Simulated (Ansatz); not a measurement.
`C/N=C(/C)F`. The species carries charge 0 and has multiplicity 1.

Z-matrix (Å, degrees):
```
C
N 1 1.441
H 1 1.093 2 108.6
H 1 1.093 2 108.6 3 -115.7
H 1 1.093 2 114.6 3 122.1
C 2 1.244 1 121.4 3 -122.1
F 6 1.361 2 122.8 1 -0.0
C 6 1.482 2 126.2 1 180.0
H 8 1.093 6 110.0 2 120.9
H 8 1.093 6 110.0 2 -120.9
H 8 1.087 6 109.7 2 0.0
```

Q: List the harmonic frequencies (cm⁻¹, unscaled) at PBE0-D4/def2-TZVP in Ansatz. (Best estimate.)

A: Computed: 89, 168, 248, 274, 403, 597, 617, 828, 968, 1058, 1120, 1132, 1155, 1229, 1405, 1434, 1466, 1468, 1489, 1491, 1847, 3043, 3065, 3112, 3120, 3128, 3188.

Q: Is this a minimum?

A: Yes, all 27 modes are real.

Q: Give the ideal-gas thermochemistry at 298.15 K and 1 bar (rigid rotor, harmonic oscillator; point group Cs, symmetry number 1).

A: Zero-point energy 234.1 kJ/mol; H(298) − E = 252.4 kJ/mol; entropy 319.1 J/(mol·K), of which translation 162.7, rotation 106.5, vibration 49.9; G(298) − E = 157.3 kJ/mol. Modes under 100 cm⁻¹ are hindered rotations or soft bends, so the harmonic entropy is rough.
